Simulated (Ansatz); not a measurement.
Multireference treatment of CH₃Cl, singlet

Calculated in Ansatz's Gaussian-basis code. Basis aug-cc-pVDZ on C/H, aug-cc-pV(D+d)Z on Cl, nonrelativistic, 6 orbitals frozen in the corrections. State-specific CASSCF; RHF is the lowest restricted (open-shell) Hartree–Fock solution met. Solutions may break the symmetry of the shape. The lowest solution met needn't be the lowest there is, nor hold the orbitals that a chemist would pick.

Geometry:

| atom | x (Å) | y (Å) | z (Å) |
| --- | --- | --- | --- |
| C | 0.0000 | 0.0000 | 1.1214 |
| Cl | 0.0000 | 0.0000 | -0.6560 |
| H | 0.0000 | -1.0293 | 1.4743 |
| H | 0.8914 | 0.5147 | 1.4743 |
| H | -0.8914 | 0.5147 | 1.4743 |

(1) What do CASSCF and its corrections give against RHF in CAS(2,2), and what are the occupations?

(2) How do single-reference totals in the same basis and frozen core stand against SC-NEVPT2 in CAS(2,2)?

## Answers

(1) CASSCF -0.444 eV, SC-NEVPT2 -8.299 eV; occupations 1.97, 0.03.

(2) CCSD(T) -1.159 eV. Coupled cluster stands on the determinant that it favours, which can lie over the RHF solution above, and is in doubt where the occupations are far from 0, 1 and 2.
